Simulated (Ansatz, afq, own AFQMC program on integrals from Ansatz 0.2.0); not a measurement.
Two steps: Ansatz 0.2.0 writes the Fock matrix and Cholesky factors of the valence space, and afq projects on them the lowest state that overlaps trial and start.

```yaml
crystal:
  periodic: [false, false, false]
  atoms:
    - {symbol: Y, position_ang: [0.000000, -0.340834, -0.424352]}
    - {symbol: O, position_ang: [0.000000, 1.129458, -1.856151]}
    - {symbol: Cl, position_ang: [0.000000, 0.345006, 1.901804]}
basis:
  gaussian: {orbitals: def2-SVP}
total_charge: 1
magnetization: {spin_polarized: true, initial_magnetization: 1}
correlation: {method: ccsd_t, electrons: outside_noble_gas, hamiltonian_folder: ham}
```

```sh
$ ansatz run in.yaml --threads 1 --pin off --events-out ev --progress --plain --max-ram 16896MiB --backend cuda --devices 0, --max-vram 18GiB
```

afq runs on the folder ham with

```
--method phaseless --trial cisd --walkers 4000 --populations 20 --least-time 60 --time-step 0.005 --steps-per-block 50 --equilibration-blocks 40 --max-blocks 4000 --target-error 0.00023 --factor-cut 1e-05 --start spin_pure --seed 7894 --release-times 0.24,0.6,1.2,1.8,2.6 --release-step 0.04 --release-every 4 --taylor-order 6
```

Times are imaginary, in 1/Eh. The walk had a cap of 182 s. With eight or more populations the least sampling time is a fifth of least-time, and the error comes from their spread. Core potentials past Kr, no spin–orbit coupling.

afq prints:

```
orbitals 53  electrons 8 7  factors 429 of 599
reference energy -571.88319449 Eh
CCSD correlation -0.33663745 Eh in 22 cycles, weight of the determinant in the CISD state 0.8722
energy of the start -572.219623 Eh
 block  time / (1/Eh)  mean weight  energy / Eh
     1     0.250  0.9996  -572.214385
     2     0.500  1.0001  -572.218269
     3     0.750  1.0003  -572.222124
     4     1.000  0.9998  -572.224430
     5     1.250  1.0003  -572.226522
     8     2.000  1.0004  -572.228086
    13     3.250  0.9999  -572.230638
    22     5.500  1.0001  -572.231651
    31     7.750  1.0001  -572.230158
    40    10.000  0.9991  -572.230733
    49    12.250  1.0002  -572.230803
    58    14.500  0.9999  -572.230156
    67    16.750  1.0003  -572.231814
    73    18.250  1.0001  -572.228996
    76    19.000  0.9999  -572.229652
    85    21.250  1.0003  -572.231697
    88    22.000  1.0002  -572.232689
    94    23.500  0.9997  -572.229275
   103    25.750  1.0006  -572.232175
   112    28.000  0.9998  -572.230348
   118    29.500  1.0001  -572.231089
error from the spread of 20 populations
released: time / (1/Eh)  energy / Eh  error  mean overlap
  0.24  -572.231359  0.000315  0.9963
  0.60  -572.231371  0.000202  0.9980
  1.20  -572.230987  0.000264  0.9944
  1.80  -572.230833  0.000343  0.9884
  2.60  -572.230996  0.000487  0.9942
energy -572.230741 +/- 0.000184 Eh
(rows thinned)
```

The run passed its tests (sampling time, drift between the halves within three errors, error under three times the target), which doesn't prove that it has relaxed.

Against this walk (error 5.0 meV) on the same determinant: CCSD(T) 38.5 meV higher, CCSDT(Q) 12.1 meV lower. The error is statistical and leaves out the bias of the constraint. Released to 1.80 1/Eh the energy moves by -2 ± 11 meV (both errors), within twice the noise.

Cautions: constraint bias not in the error; no spin-orbit coupling; outer-core shells of the metal frozen.

The walk took 2.7 min on 1 × NVIDIA H100 80GB HBM3 with 2 threads of AMD EPYC 7R13 Processor (Zen 3), with other jobs on the host (the card was shared). The log's last line is the phaseless energy.

CCSDT and higher add their correlation energy to the determinant of the CCSD(T) run, since their own runs factorise the integrals more tightly (a shift of under 2 meV). A walk keeps the symmetry of its determinant, which the program's search chose and which needn't be the lowest solution, so a lower state of the same spin and another symmetry isn't excluded.
